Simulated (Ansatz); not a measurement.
Ideal-gas functions of CH₃F₂NO, SMILES `NC(O)(F)F` at 500 K and 1 bar, from an Ansatz frequency run at PBE0-D4/def2-TZVP.

Molar mass 83.04 g/mol, point group Cs (symmetry number 1), electronic degeneracy 1, moments of inertia 90.416, 92.526, 94.263 u Å². Harmonic wavenumbers (cm⁻¹, unscaled): 128, 364, 404, 461, 579, 587, 612, 814, 889, 1002, 1148, 1211, 1335, 1438, 1649, 3560, 3649, 3817.

Use S(trans) = R[1.5 ln M + 2.5 ln T − 1.1517]; rotational temperatures θ = 24.2544 K / I; S(rot) = R[ln(√π/σ · √(T³/θAθBθC)) + 1.5]; for each mode x = 1.438777 ν̃/T, S = R[x/(eˣ − 1) − ln(1 − e⁻ˣ)] and H = RT x/(eˣ − 1); 1 cm⁻¹ = 0.0119627 kJ/mol; R = 8.31446 J/(mol·K).

Question: By hand: the entropy, in J/(mol·K).

Answer: Translation 174.7. Rotation: θ = 0.2683, 0.2621, 0.2573 K, giving 111.4. Vibration, mode by mode: 16.67, 8.30, 7.52, 6.55, 4.97, 4.88, 4.61, 2.91, 2.46, 1.90, 1.36, 1.18, 0.88, 0.69, 0.42, 0.00, 0.00, 0.00, in all 65.3. Electronic 0.0. Sum 351.4 J/(mol·K).

Question: By hand: H − E and G − E in kJ/mol, counted from the electronic energy.

Answer: Zero-point energy ½ × 23647 × 0.0119627 = 141.4; thermal vibration 19.1; translation, rotation and pV give 4 RT = 16.6. H − E = 177.1 kJ/mol, and G − E = 177.1 − 500 × 351.4/1000 = 1.4 kJ/mol.

Vibration gives 19 % of the entropy, 16.7 J/(mol·K) of it from the mode under 150 cm⁻¹: soft modes count most, and the harmonic formula is weakest for them. The sum counts one conformer and one mirror image; others add a mixing term.
